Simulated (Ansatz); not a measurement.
N–SiH–P, sextet: reading a ladder of total energies

Geometry: that of the N–SiH–P, quartet, kept fixed.

```xyz
4

N     0.0000   -0.6537    1.9089
Si    0.0000    0.4249    0.6154
P     0.0000   -0.1504   -1.4531
H     0.0000    1.8658    0.9782
```

Basis cc-pVDZ; Ansatz 0.2.0. Correlated methods freeze the noble-gas cores, which leaves 15 electrons in 44 orbitals. Prefix R: restricted or restricted open-shell reference; prefix U: unrestricted.

Full CI isn't at hand for all of this; UCCSDT(Q) serves as the reference, and is uncertain by about the last step of the cluster series.

Runs differ by some tens of microhartree through their thresholds and, for an open shell, their frozen cores, so steps under 0.03 kcal/mol mean nothing.

```
    level  total energy (hartree)
      UHF             -684.528233
     UMP2             -684.768585
    UCCSD             -684.819339
 UCCSD(T)             -684.827218
   UCCSDT             -684.829082
UCCSDT(Q)             -684.829699
```

Problem. What is the correlation energy at UCCSDT(Q), and what share of it do UMP2 and UCCSD recover?

Solution. E(corr) = -684.829699 − (-684.528233) = -0.301466 hartree = -8.203 eV. UMP2: -0.240352 / -0.301466 = 79.73 %. UCCSD: -0.291106 / -0.301466 = 96.56 %.

Problem. By how many kcal/mol does UCCSD(T) miss UCCSDT(Q) (1 hartree = 627.509 kcal/mol), and which steps make up the rest?

Solution. -684.827218 − (-684.829699) = 0.002481 hartree = 1.56 kcal/mol. Steps: UCCSDT − UCCSD(T) = -1.17, UCCSDT(Q) − UCCSDT = -0.39 kcal/mol. Differences between like states or geometries often cancel part of this.
